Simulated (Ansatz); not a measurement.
**[H2PO2]− (SMILES O=[PH2][O-]): the energy, rung by rung**

The species is [H2PO2]− (5 atoms), meant as a singlet with charge -1. SMILES: `O=[PH2][O-]`. The coordinates come from a GFN2-xTB relaxation.

```xyz
5

O    -0.5697    0.4181    1.3449
P     0.0240   -0.0294    0.0671
O     1.0871   -1.0561    0.1054
H    -0.9935   -0.4178   -0.8312
H     0.4521    1.0853   -0.6862
```

Quantity: the energy change with the O1–P2 bond stretched from 1.478 to 3.696 Å, in eV. The values are calculated.

```json
{"level": "SVWN5/STO-3G (restricted)", "kind": "LDA", "program": "Ansatz", "value (eV)": "5.00", "less FCI/STO-3G": "+1.45", "CPU time (all runs)": "2.2 s"}
{"level": "PBE/STO-3G (restricted)", "kind": "GGA", "program": "Ansatz", "value (eV)": "4.24", "less FCI/STO-3G": "+0.69", "CPU time (all runs)": "3.4 s"}
{"level": "r2SCAN/STO-3G (restricted)", "kind": "meta-GGA", "program": "Ansatz", "value (eV)": "4.39", "less FCI/STO-3G": "+0.84", "CPU time (all runs)": "8.2 s"}
{"level": "BHLYP/STO-3G (restricted)", "kind": "global hybrid", "program": "Ansatz", "value (eV)": "4.47", "less FCI/STO-3G": "+0.92", "CPU time (all runs)": "3.6 s"}
{"level": "wB97X/STO-3G (restricted)", "kind": "range-separated hybrid", "program": "Ansatz", "value (eV)": "4.83", "less FCI/STO-3G": "+1.28", "CPU time (all runs)": "16 s"}
{"level": "B2PLYP/STO-3G (restricted)", "kind": "double hybrid", "program": "Ansatz", "value (eV)": "3.89", "less FCI/STO-3G": "+0.34", "CPU time (all runs)": "5.6 s"}
{"level": "CCSDT/STO-3G (restricted)", "kind": "coupled cluster or CI", "program": "Ansatz", "value (eV)": "3.55", "less FCI/STO-3G": "0.00", "CPU time (all runs)": "2.5 s"}
{"level": "FCI/STO-3G", "kind": "exact in the basis", "program": "Ansatz", "value (eV)": "3.55", "less FCI/STO-3G": "0.00", "CPU time (all runs)": "20 s"}
```

FCI/STO-3G is exact within its basis and frozen core, so for wave-function methods in that basis the difference is their error; functionals converge differently with the basis, so for them it is only a difference. Sets without diffuse functions describe the anion poorly. The first shape isn't each level's own minimum. The values span 3.55 to 5.00 eV. All rows use very small basis sets, so none should be taken for the real molecule's value. Times are those of the runs behind each value, whatever else they computed, on shared processors of several kinds: orders of magnitude only.
